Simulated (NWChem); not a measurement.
# B3LYP/jorge-DZP run of AlH3SO (SMILES [OH][AlH][SH])

Aim: the vertical ionisation energy of AlH3SO at B3LYP/jorge-DZP, from 2 runs. 

Program for the calculation: NWChem 7.3.0.

7 further runs of the same task are left out: 2 that didn't finish, 5 set aside as unsound or not needed.

## Step 1: The system as given

The species is AlH3SO (6 atoms), meant as a singlet with charge 0. As SMILES, `[OH][AlH][SH]`. The shape is that of a PBE0-D4/def2-TZVP optimisation. This is one conformer, not always the lowest.

Bond lengths: O1–Al2 1.690 Å, Al2–S3 2.186 Å, O1–H4 0.955 Å, Al2–H5 1.569 Å, S3–H6 1.344 Å. Angles: O1–Al2–S3 122.3°, O1–Al2–H5 118.4°, S3–Al2–H5 119.3°, Al2–O1–H4 126.2°, Al2–S3–H6 94.2°.

## Step 2: The energy at B3LYP/jorge-DZP

Input file a.nw:

```
start a
title "AlH3OS B3LYP"
memory stack 880 mb heap 220 mb global 1100 mb
charge 0

geometry units angstroms noautosym nocenter noautoz
   O     -1.108900    -0.531100    -0.885000
   Al     0.267100     0.390800    -0.551000
   S      1.228200     0.385700     1.412200
   H     -1.564400    -1.105800    -0.273700
   H      0.868700     1.276400    -1.698100
   H      0.351400    -0.480000     1.949300
end

basis spherical bse
   * library jorge-DZP
end

dft
   xc b3lyp
   grid fine
   convergence energy 1e-08
   iterations 100
   mulliken
   noprint "final vectors analysis"
end

task dft energy
```

Command:

```sh
$ nwchem a.nw > a.out
```

Standard output:

```text
[...]
          Wavefunction type:  closed shell.
          No. of atoms     :     6
          No. of electrons :    40
[...]
          Charge           :     0
          Spin multiplicity:     1
[...]
          AO basis - number of functions:    78
[...]
              XC Information
              --------------
                         B3LYP Method XC Potential
                     Hartree-Fock (Exact) Exchange  0.200
                        Slater Exchange Functional  0.800 local
                    Becke 1988 Exchange Functional  0.720 non-local
              Lee-Yang-Parr Correlation Functional  0.810
                  VWN I RPA Correlation Functional  0.190 local
[...]
 d= 0,ls=0.0,diis     1   -717.7159083620 -8.49D+02  1.49D-02  3.14D+00     1.2
[...]
 d= 0,ls=0.0,diis    11   -717.7991020504 -2.48D-10  1.35D-07  1.07D-10     9.2
         Total DFT energy =     -717.799102050441
      One electron energy =    -1255.329139012838
           Coulomb energy =      460.009507165382
    Exchange-Corr. energy =      -54.165857618525
 Nuclear repulsion energy =      131.686387415541
[...]
      Total Density - Mulliken Population Analysis
     ---------------------------------------------
    Atom       Charge   Shell Charges
 -----------   ------   -------------------------------------------------------
    1 O    8     8.51   0.94  1.03  0.83  0.91  3.51  1.28  0.01
    2 Al  13    12.37   0.45  0.83  0.64  0.16  1.90  0.77  0.11  5.61  0.48  0.84  0.26  0.33
    3 S   16    16.25   0.32  0.74  0.76  0.16  1.99  1.12  0.70  5.68  0.68  2.25  1.81  0.04
    4 H    1     0.81   0.66  0.08  0.06
    5 H    1     1.14   0.73  0.41  0.01
    6 H    1     0.91   0.71  0.17  0.03
[...]
```

It took 9.9 s on 1 thread of AMD EPYC 7R43 (Zen 3), shared host; peak memory 0.11 GiB.

## Step 3: The doublet cation

Input file mymol.xyz:

```xyz
6

O     -1.108900    -0.531100    -0.885000
Al     0.267100     0.390800    -0.551000
S      1.228200     0.385700     1.412200
H     -1.564400    -1.105800    -0.273700
H      0.868700     1.276400    -1.698100
H      0.351400    -0.480000     1.949300
```

Input file mymol.nw:

```
start mymol
memory stack 880 mb heap 220 mb global 1100 mb
charge 1

geometry units angstroms noautosym nocenter noautoz
  load format xyz mymol.xyz
end

basis spherical bse
  O library jorge-DZP
  Al library jorge-DZP
  S library jorge-DZP
  H library jorge-DZP
end

dft
  xc b3lyp
  mult 2
  grid fine
  convergence energy 1e-08
  maxiter 100
  mulliken
  noprint "final vectors analysis"
end

task dft energy
```

Command:

```sh
$ nwchem mymol.nw > mymol.out
```

Standard output:

```text
[...]
          Wavefunction type:  spin polarized.
          No. of atoms     :     6
          No. of electrons :    39
[...]
          Charge           :     1
          Spin multiplicity:     2
[...]
          AO basis - number of functions:    78
[...]
              XC Information
              --------------
                         B3LYP Method XC Potential
                     Hartree-Fock (Exact) Exchange  0.200
                        Slater Exchange Functional  0.800 local
                    Becke 1988 Exchange Functional  0.720 non-local
              Lee-Yang-Parr Correlation Functional  0.810
                  VWN I RPA Correlation Functional  0.190 local
[...]
 d= 0,ls=0.0,diis     1   -717.1137180557 -8.49D+02  1.43D-02  1.50D+00     1.5
[...]
 d= 0,ls=0.0,diis    16   -717.4262044959 -7.70D-09  7.43D-07  2.44D-09    19.0
[...]
         Total DFT energy =     -717.426204495910
      One electron energy =    -1245.045161754190
           Coulomb energy =      449.791475387424
    Exchange-Corr. energy =      -53.858905544685
 Nuclear repulsion energy =      131.686387415541
[...]
      Total Density - Mulliken Population Analysis
     ---------------------------------------------
    Atom       Charge   Shell Charges
 -----------   ------   -------------------------------------------------------
    1 O    8     8.38   0.94  1.03  0.84  0.92  3.48  1.16  0.01
    2 Al  13    12.32   0.45  0.83  0.64  0.16  1.90  0.83  0.10  5.61  0.47  0.86  0.17  0.31
    3 S   16    15.68   0.32  0.74  0.76  0.16  2.00  1.20  0.66  5.68  0.65  2.21  1.26  0.05
    4 H    1     0.77   0.65  0.06  0.06
    5 H    1     1.03   0.70  0.32  0.01
    6 H    1     0.81   0.69  0.10  0.03
[...]
      <S2> =      0.7561 (Exact =     0.7500)
[...]
```

Wall time 20 s (1 thread of AMD EPYC 7R43 (Zen 3), shared host); peak memory 0.11 GiB.

## Step 4: Summary of results

Level: B3LYP/jorge-DZP.

```
                                          quantity          value
                      singlet AlH3SO: total energy  -717.79910 Eh
                     singlet AlH3SO: dipole moment         1.79 D
                      doublet cation: total energy  -717.42620 Eh
                              doublet cation: ⟨S²⟩          0.756
vertical ionisation energy (to the doublet cation)      10.147 eV
```

**Reading.** Removing an electron at fixed nuclei costs 10.15 eV (234 kcal/mol). Mulliken charges (singlet AlH3SO) run from -0.51 on O1 to +0.63 on Al2.
